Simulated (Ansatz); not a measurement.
# S2O (Disulfur monoxide): the vertical ionisation energy from total energies

The species is S2O (3 atoms), meant as a singlet with charge 0. SMILES: `O=S=S`. The shape is that of a GFN2-xTB optimisation.

```jsonl
{"atom": "O", "x (Å)": "0.4314", "y (Å)": "1.1955", "z (Å)": "0.4831"}
{"atom": "S", "x (Å)": "0.5595", "y (Å)": "-0.2105", "z (Å)": "0.1593"}
{"atom": "S", "x (Å)": "-0.9908", "y (Å)": "-0.9851", "z (Å)": "-0.6424"}
```

Both states at this one shape; open shells run unrestricted unless said. 1 Eh = 27.2114 eV.

| level | program | singlet S2O (Eh) | doublet S2O+ (Eh) |
| --- | --- | --- | --- |
| BLYP/STO-3G | Ansatz | -861.521580 | -861.293483 |
| r2SCAN/STO-3G | Ansatz | -861.567224 | -861.328791 |
| PBE0/STO-3G | Ansatz | -861.279308 | -861.041378 |

Problem. Work out the vertical ionisation energy at each level.

Solution. 
1. BLYP/STO-3G: -861.293483 − (-861.521580) = 0.228097 Eh = 6.21 eV.
2. r2SCAN/STO-3G: -861.328791 − (-861.567224) = 0.238433 Eh = 6.49 eV.
3. PBE0/STO-3G: -861.041378 − (-861.279308) = 0.237930 Eh = 6.47 eV.

No measured value is set beside it here; the levels span 6.21 to 6.49 eV. Minimal sets are far from the basis-set limit. The second state is spin-contaminated at r2SCAN/STO-3G (⟨S²⟩ = 0.85). The second state is spin-contaminated at PBE0/STO-3G (⟨S²⟩ = 1.02).
